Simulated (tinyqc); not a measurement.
Inside a calculation. Method: RHF in the sto-6g basis, for H2O, spin multiplicity 1. One step of it, computed by the program tinyqc.

Question. Iteration 11 (converged): orbitals. Diagonalise F' = X^T F X, C = X C', fill 5 alpha and 5 beta electrons from the bottom; D = 2 C_occ C_occ^T. Each column has its largest component positive (the first on a tie).

converged F (hartree):
```
             1O 1s      1O 2s     1O 2px     1O 2py     1O 2pz      2H 1s      3H 1s
1O 1s   -20.531242  -4.965937   0.000000  -0.000760  -0.025136  -0.918599  -0.833318
1O 2s    -4.965937  -2.315850   0.000000  -0.007661  -0.084152  -0.834217  -0.777575
1O 2px    0.000000   0.000000  -0.399505  -0.000003  -0.000002   0.000002   0.000000
1O 2py   -0.000760  -0.007661  -0.000003  -0.245039  -0.009710  -0.344268   0.331418
1O 2pz   -0.025136  -0.084152  -0.000002  -0.009710  -0.287152  -0.363488  -0.350845
2H 1s    -0.918599  -0.834217   0.000002  -0.344268  -0.363488  -0.453620  -0.300312
3H 1s    -0.833318  -0.777575   0.000000   0.331418  -0.350845  -0.300312  -0.413522
```

X:
```
            1O 1s      1O 2s    1O 2px     1O 2py     1O 2pz      2H 1s      3H 1s
1O 1s    1.022339  -0.132683  0.000000  -0.000475  -0.007639   0.017633   0.016588
1O 2s   -0.132683   1.158056  0.000000   0.006698   0.080441  -0.233310  -0.210149
1O 2px   0.000000   0.000000  1.000000   0.000000   0.000000   0.000000   0.000000
1O 2py  -0.000475   0.006698  0.000000   1.065032   0.003460  -0.172791   0.162293
1O 2pz  -0.007639   0.080441  0.000000   0.003460   1.047170  -0.136099  -0.124902
2H 1s    0.017633  -0.233310  0.000000  -0.172791  -0.136099   1.144820  -0.080075
3H 1s    0.016588  -0.210149  0.000000   0.162293  -0.124902  -0.080075   1.126388
```

Give: F' = X^T F X; orbital energies; coefficients C; D after iteration 11.

Answer.

F' = X^T F X (hartree):
```
          1        2        3        4        5        6        7
1  -20.2064  -2.5001   0.0000  -0.0009  -0.0472  -0.1357  -0.1138
2   -2.5001  -1.2791   0.0000   0.0048   0.1074  -0.4184  -0.3833
3    0.0000   0.0000  -0.3995   0.0000   0.0000   0.0000   0.0000
4   -0.0009   0.0048   0.0000  -0.0443  -0.0018  -0.3925   0.3787
5   -0.0472   0.1074   0.0000  -0.0018  -0.1381  -0.3304  -0.3137
6   -0.1357  -0.4184   0.0000  -0.3925  -0.3304  -0.0198  -0.0894
7   -0.1138  -0.3833   0.0000   0.3787  -0.3137  -0.0894  -0.0281
```

orbital energies (hartree): MO1 -20.5342, MO2 -1.2279, MO3 -0.5376, MO4 -0.4648, MO5 -0.3995, MO6 0.4855, MO7 0.5633

coefficients C:
```
            MO1      MO2      MO3      MO4     MO5      MO6      MO7
1O 1s    0.9969  -0.2269   0.0100   0.0909  0.0000   0.0958   0.0263
1O 2s    0.0143   0.8854  -0.0562  -0.4975  0.0000  -0.6289  -0.1830
1O 2px   0.0000   0.0000   0.0000   0.0000  1.0000   0.0000   0.0000
1O 2py   0.0001   0.0079   0.6293  -0.0451  0.0000   0.2083  -0.8655
1O 2pz   0.0025   0.0938   0.0534   0.7159  0.0000  -0.7588  -0.1930
2H 1s   -0.0029   0.1462   0.4698   0.3022  0.0000   0.5108   0.9087
3H 1s   -0.0027   0.1328  -0.4320   0.3725  0.0000   0.8435  -0.5541
```

D after iteration 11:
```
          1O 1s    1O 2s  1O 2px   1O 2py   1O 2pz    2H 1s    3H 1s
1O 1s    2.1071  -0.4649  0.0000   0.0011   0.0937  -0.0078  -0.0065
1O 2s   -0.4649   2.0696  0.0000  -0.0119  -0.5522  -0.0947  -0.0870
1O 2px   0.0000   0.0000  2.0000   0.0000   0.0000   0.0000   0.0000
1O 2py   0.0011  -0.0119  0.0000   0.7963   0.0042   0.5664  -0.5752
1O 2pz   0.0937  -0.5522  0.0000   0.0042   1.0484   0.5104   0.5121
2H 1s   -0.0078  -0.0947  0.0000   0.5664   0.5104   0.6669  -0.1418
3H 1s   -0.0065  -0.0870  0.0000  -0.5752   0.5121  -0.1418   0.6860
```
